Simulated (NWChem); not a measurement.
# Ionisation of Cl4Si

SMILES: [Si](Cl)(Cl)(Cl)Cl
```xyz
5

Cl     1.6621     0.0000    -1.1753
Si     0.0000     0.0000     0.0000
Cl    -1.6621     0.0000    -1.1753
Cl     0.0000    -1.6621     1.1753
Cl     0.0000     1.6621     1.1753
```
Charge 0, spin multiplicity 1.

All runs are NWChem calculations. The geometry was optimised at PBE0/def2-SVP, a minimum by its harmonic frequencies.

Basis set: def2-SVPD. −ε marks an orbital energy of the parent.

B3LYP has NWChem's definition, with VWN1-RPA local correlation. The structure started from a generated list of species.

Task: One of these methods gave a first vertical ionisation energy of 13.00 eV. Which?
A. −ε(HOMO) of r2SCAN
B. −ε(HOMO) of HF
C. −ε(HOMO) of PBE
D. −ε(HOMO) of B3LYP

Result: B, −ε(HOMO) of HF. The others give 8.26 (−ε(HOMO) of PBE), 9.37 (−ε(HOMO) of B3LYP), 8.65 (−ε(HOMO) of r2SCAN).
